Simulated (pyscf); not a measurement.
This saddle point was located with ωB97X-D3(BJ)/def2-SVP in PySCF.

```xyz
8

B      0.4657     0.5162     0.0924
O      0.4936     0.5044    -1.1916
H      1.0225     1.0402     1.0306
C     -0.8270    -0.6215     0.6843
H     -0.4165    -0.2902    -0.5456
H     -0.2281    -1.2862     1.3227
H     -1.5218    -1.2584     0.1034
H     -1.4375     0.0682     1.2840
```

Surface: singlet, charge 0. Lowest wavenumbers (cm⁻¹): 1665i, 263, 419, 527, 699.

Q: What reaction is this the transition state of?

A: HB=O (SMILES B=O) + CH₄ (SMILES C) ⇌ H₃C–BH–OH (SMILES CBO), an addition across a multiple bond or ene-type step read from left to right: C–H broken and B–C, H–O formed. At CCSD(T)/def2-TZVPP + ΔMP2(QZVPP) it lies +2.29 eV from the left side and +2.75 eV from the right (each side as separated species at their lowest minima found). At the saddle there is also a short B–H contact that neither side keeps. One saddle was located; it need not be the lowest between these sides. The CCSD(T) − MP2 part came from Ansatz, without density fitting, on the same reference.
